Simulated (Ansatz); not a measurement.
**fcc Rh**

Computed with PBEsol-D3(BJ) in Ansatz (PAW).

Numerical settings: plane-wave cutoff 520 eV, 24×24×24 k mesh, Fermi–Dirac smearing 0.05 eV, no spin polarisation, scalar-relativistic PAW data made under PBE.

Cell (relaxed at this level):

```
CELL_PARAMETERS angstrom
      0.00000     1.87439     1.87439
      1.87439     0.00000     1.87439
      1.87439     1.87439     0.00000
ATOMIC_POSITIONS crystal
  Rh 0.00000 0.00000 0.00000
```

For fcc Rh, the bulk modulus B0 comes out as 319 GPa. The band gap is none and the pressure derivative B′ of the bulk modulus is 5.1.

Measured, for comparison: bulk modulus 271 GPa (corrected for temperature and zero-point phonon effects, our sources range from 271 to 289; as tabulated in Levämäki et al. (2014), arXiv:1402.3671). Computed (rounded) less measured: bulk modulus +18 % (+10 % to +18 % over the range).

Spin–orbit coupling is not included.

Static lattice: no zero-point or thermal effects.

Ansatz is a program for electronic structure.
